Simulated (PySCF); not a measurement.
Numbering as in the mapped SMILES `[CH3:1][S:2](=[O:3])(=[O:4])[Cl:5]` (H(Xn): hydrogen on atom n).

Geometry: PBE0-D3(BJ)/def2-SVP; GIAO shifts from PySCF, gas phase, non-relativistic, averaged over equivalent atoms.

At PBE0/pcSseg-2 (236 basis functions, 17 s wall time on 1 thread of an AMD EPYC 7R32, shared host):
```tsv
atoms	δ (ppm)
C1	55.3
S2	373.6
O3/O4	325.8
Cl5	660.4
H(C1)	3.10
```

Scale: TMS for 13C (σ = 184.13 ppm), 1H (σ = 31.25 ppm); 33S (σ = 502.94 ppm) against CS2; 17O (σ = 328.15 ppm) vs H2O; 35Cl (σ = 940.85 ppm) vs HCl (reference shieldings calculated alike).

Q: Predict the values at B97-D/pcSseg-2 on the same geometry.

A: 
```
atoms  δ at B97-D/pcSseg-2  change
   C1                 55.7    +0.4
   S2                371.2    -2.4
O3/O4                334.4    +8.6
  Cl5                683.7   +23.3
H(C1)                 3.20   +0.10
```

δ = σ(ref) − σ, references computed at the same level: 13C (179.03 ppm), 1H (31.40 ppm) vs TMS; CS2 for 33S (503.58 ppm); 17O (325.20 ppm) vs H2O; 35Cl (926.62 ppm) vs HCl.

The largest change is at Cl5 (chlorine bonded to S). Cost: 236 basis functions, 31 s wall time on 1 thread of an AMD EPYC 7R32, shared host.

Unscaled 17O shifts of doubly bonded oxygen tend to come out too high, by tens of ppm or more. Experimental scales use liquid or dissolved standards, which lie at an offset from isolated H2O (liquid H2O: subtract about 36 ppm).
